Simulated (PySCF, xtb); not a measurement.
A geometry optimisation of C2H2Al with r2SCAN-D4/def2-SVP

The starting geometry of this gas-phase doublet was built from a drawn formula by distance geometry and a force field; its bonds are those of `[C]1=[CH][AlH]1`.

```xyz
5

C    -1.8526    1.7576    0.1566
C    -1.0819    2.0931    1.3147
Al   -1.1130    0.3437    1.0143
H    -0.7653    2.9233    1.9726
H    -0.7772   -1.2169    1.2922
```

**Question.** Predict what it relaxes into with r2SCAN-D4/def2-SVP.

**Answer.** A bond breaks, leaving `C#[C][AlH]`. Distances that change by over a tenth: C1–C2 (1.43 → 1.23 Å). Contacts that open: C2–Al3 (1.78 → 3.14 Å).

The energy falls by 1.27 eV over 39 steps:

| step | E − E(last) (eV) |
| --- | --- |
| 1 | 1.267 |
| 5 | 0.764 |
| 9 | 0.759 |
| 14 | 0.736 |
| 18 | 0.698 |
| 22 | 0.681 |
| 26 | 0.338 |
| 31 | 0.010 |
| 35 | 0.000 |
| 39 | 0.000 |

Final geometry (Å):

```xyz
5

C    -0.7030    0.7717    1.6502
C    -0.9636    1.9701    1.5759
Al   -0.1459   -1.0461    1.8841
H    -1.2036    3.0170    1.5011
H    -0.9855   -2.1964    1.1555
```

From the same start GFN2-xTB reaches the same bonding as this run.

The end wasn't checked by frequencies. Open shells are spin-unrestricted. Run with PySCF 2.14.0, 6.5 min on 2 threads of AMD EPYC (Zen 3), on a shared host.
